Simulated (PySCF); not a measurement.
## Frontier levels across methods

C3H4.
Cartesian coordinates in Å at the PBE0-D3(BJ)/def2-SVP level; atoms count from 1:
```xyz
7
C3H4 angstrom
C      1.702   -0.088   -0.030
C      0.498   -0.026    0.082
C     -0.947    0.049    0.217
H      2.770   -0.143   -0.129
H     -1.414    0.395   -0.718
H     -1.373   -0.936    0.462
H     -1.234    0.749    1.017
```

The species is `C#CC` (C3H4).

Basis pcSseg-2 throughout (PySCF), one geometry. Geometry: PBE0-D3(BJ)/def2-SVP; no solvent, vibrations or thermal averaging.

Question: How do the orbital energies, the gap and the dipole change with the method?

Answer: 
| method | kind | HOMO (eV) | LUMO (eV) | gap (eV) | μ (D) | SCF cycles |
| --- | --- | --- | --- | --- | --- | --- |
| BLYP | GGA | -6.33 | 0.00 | 6.34 | 0.85 | 14 |
| B97-D | GGA | -6.43 | 0.16 | 6.59 | 0.85 | 13 |
| KT2 | GGA | -6.46 | 0.11 | 6.58 | 0.86 | 14 |
| OPBE | GGA | -6.46 | 0.05 | 6.51 | 0.87 | 14 |
| PBE | GGA | -6.48 | 0.05 | 6.54 | 0.88 | 14 |
| KT3 | GGA | -6.49 | -0.19 | 6.30 | 0.84 | 14 |
| BP86 | GGA | -6.57 | 0.03 | 6.60 | 0.88 | 14 |
| LDA | LDA | -6.63 | -0.09 | 6.54 | 0.93 | 13 |
| B97-2 | global hybrid | -7.44 | 0.74 | 8.18 | 0.84 | 12 |
| B3LYP | global hybrid | -7.47 | 0.40 | 7.87 | 0.83 | 12 |
| PBE0 | global hybrid | -7.70 | 0.73 | 8.43 | 0.85 | 12 |
| mPW1PW91 | global hybrid | -7.72 | 0.67 | 8.39 | 0.84 | 12 |
| BHandHLYP | global hybrid | -8.78 | 1.16 | 9.94 | 0.81 | 12 |
| CAM-B3LYP | range-separated hybrid | -9.08 | 1.34 | 10.42 | 0.83 | 12 |
| wB97X-D | range-separated hybrid | -9.59 | 2.39 | 11.98 | 0.84 | 12 |
| HF | Hartree–Fock | -10.43 | 2.68 | 13.10 | 0.78 | 9 |
| LC-wPBE | range-separated hybrid | -10.53 | 2.46 | 12.99 | 0.81 | 12 |

The HOMO spans 4.20 eV, from BLYP down to LC-wPBE, and the gap runs from 6.30 eV (KT3) to 13.10 eV (HF). Over the methods BLYP (0 %), B97-D (0 %), KT2 (0 %), OPBE (0 %), PBE (0 %), KT3 (0 %), BP86 (0 %), LDA (0 %), B97-2 (21 %), B3LYP (20 %), PBE0 (25 %), mPW1PW91 (25 %), BHandHLYP (50 %), HF (100 %), a straight line through the gap against the share of exact exchange rises by 0.67 eV for each 10 % (correlation coefficient 0.997). The dipole ranges from 0.78 D (HF) to 0.93 D (LDA). This basis has no diffuse functions.

Reference dipole: 0.78 D (measured, gas; NIST CCCBDB Release 22 (SRD 101), experimental dipoles); nearest here: HF (0.78 D).
